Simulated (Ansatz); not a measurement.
Basis-set extrapolation for C4H8, SMILES `C/C=C\C` (PBE0-D4/def2-TZVP geometry, frozen core, Ansatz 0.2.0). Multiplicity 1, RHF reference.

```tsv
	def2-TZVPP	def2-QZVPP
HF	-156.169459	-156.176847
MP2 correlation	-0.682846	-0.725529
CCSD(T) correlation	-0.756595	not run
```

Energies in hartree. Use E(X) = E(∞) + A·exp(−7.88·√X) for Hartree–Fock and E(X) = E(∞) + B·X^(−2.97) for correlation, with X = 3 and 4, and add CCSD(T) minus MP2 of the smaller set to the MP2 limit.

**Question.** What is the CCSD(T) energy at the basis-set limit?

**Answer.** HF limit: -156.176847 + (-0.007388) × 0.13774 = -156.17786. MP2 limit: -0.725529 + (-0.042683) × 0.74074 = -0.75715. Higher-order term: -0.756595 − (-0.682846) = -0.07375. Total: -157.00876 hartree, 2.25 eV below CCSD(T)/def2-TZVPP.
